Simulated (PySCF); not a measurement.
Choosing a basis for TDDFT

Compound: 2-fluoroethanol, C2H5FO.
Bonds: O1–C2, C2–C3, C3–F4. Hydrogens: H5 on O1; H6, H7 on C2; H8, H9 on C3.

TDDFT with PBE0 (PySCF), vertical singlets, core orbitals frozen in the response, spherical d and f functions. The structure is a single PBE0-D3(BJ)/def2-SVP conformer in the gas phase; no vibrational or solvent corrections.

**Question.** How do the low singlets change with the basis? Take 6-31G*, def2-SVP, 6-31+G*, def2-SVPD, aug-cc-pVDZ, def2-TZVP, def2-TZVPD and aug-cc-pVTZ.

**Answer.** 

| basis | functions | diffuse | S1 (eV) | S2 (eV) | S3 (eV) | S4 (eV) | S5 (eV) | LUMO (eV) | α (au) |
| --- | --- | --- | --- | --- | --- | --- | --- | --- | --- |
| 6-31G* | 66 | no | 8.48 | 9.67 | 9.88 | 10.24 | 10.47 | 2.69 | 26.3 |
| def2-SVP | 81 | no | 8.15 | 8.86 | 9.42 | 9.77 | 9.94 | 2.00 | 26.6 |
| 6-31+G* | 82 | yes | 7.21 | 7.68 | 8.11 | 8.40 | 8.75 | 0.49 | 30.1 |
| def2-SVPD | 126 | yes | 7.44 | 8.07 | 8.64 | 8.93 | 9.10 | 0.67 | 33.0 |
| aug-cc-pVDZ | 137 | yes | 6.92 | 7.32 | 7.68 | 7.97 | 8.40 | -0.03 | 33.6 |
| def2-TZVP | 154 | no | 7.74 | 8.53 | 9.11 | 9.30 | 9.57 | 1.32 | 30.8 |
| def2-TZVPD | 199 | yes | 7.13 | 7.70 | 8.16 | 8.49 | 8.61 | 0.31 | 33.7 |
| aug-cc-pVTZ | 299 | yes | 6.94 | 7.33 | 7.67 | 7.94 | 8.39 | -0.06 | 33.9 |

States are compared by their number. Against the largest diffuse basis here (aug-cc-pVTZ, itself not a converged limit), sets without diffuse functions differ by up to 1.54 eV in S1 and 2.08 eV in S5; the smaller diffuse sets differ by up to 0.50 and 0.71 eV. State by state, the largest deviation of a set without diffuse functions is S1 1.54, S2 2.34, S3 2.21, S4 2.30, S5 2.08 eV. The same number needn't mean the same state in each row. Against aug-cc-pVTZ the polarisability deviates by -22% in 6-31G*, -21% in def2-SVP, -11% in 6-31+G*, -3% in def2-SVPD, -1% in aug-cc-pVDZ, -9% in def2-TZVP, -1% in def2-TZVPD. A single + in a Pople set puts diffuse functions on heavy atoms only.
